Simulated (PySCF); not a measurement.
**Potential energy of LiC⁺ along the bond**

Set-up: PySCF, no relativity, basis sets Li aug-pcseg-1, C aug-pcseg-1. Energies in eV from Li⁺ + C in their ground configurations at the same level. State: ³Π (triplet), unpaired electrons σ ↑, π ↑.

All columns are PBE0. A positive dipole points towards C; it is taken about the centre of mass and depends on that origin.

```
R (Å)  E (eV)  μ (D)  Mulliken charge on Li (basis-dependent)  HOMO (eV)  LUMO (eV)  Mayer bond order  ⟨S²⟩
2.038  -0.342  -4.66                                     0.91     -14.35     -10.69              0.19  2.00
2.133  -0.412  -4.95                                     0.94     -14.15     -10.49              0.14  2.00
2.228  -0.450  -5.24                                     0.96     -13.96     -10.30              0.10  2.00
2.299  -0.463  -5.46                                     0.97     -13.83     -10.16              0.08  2.00
2.370  -0.467  -5.69                                     0.97     -13.69     -10.03              0.06  2.00
2.441  -0.463  -5.92                                     0.98     -13.56      -9.89              0.05  2.00
2.536  -0.450  -6.23                                     0.98     -13.39      -9.72              0.05  2.00
2.654  -0.424  -6.63                                     0.98     -13.18      -9.52              0.05  2.00
2.797  -0.387  -7.12                                     0.98     -12.94      -9.28              0.05  2.00
2.986  -0.333  -7.78                                     0.97     -12.64      -8.99              0.05  2.00
```

A fit through these points gives, at Re = 2.366 Å, μ = -5.68 D and dμ/dR = -3.22 D/Å; the reduced mass is 4.427 u.

How strong is the fundamental in the double-harmonic approximation, I = 42.26·(dμ/dR)²/μred km/mol?

I = 42.26·(-3.22)²/4.427 = 99.0 km/mol at PBE0.

For an ion De counts to the pair picked by the measured ionisation energies or electron affinities, which need not be the lowest pair at this level. The state was picked by a PBE0 search and need not be the measured ground state.
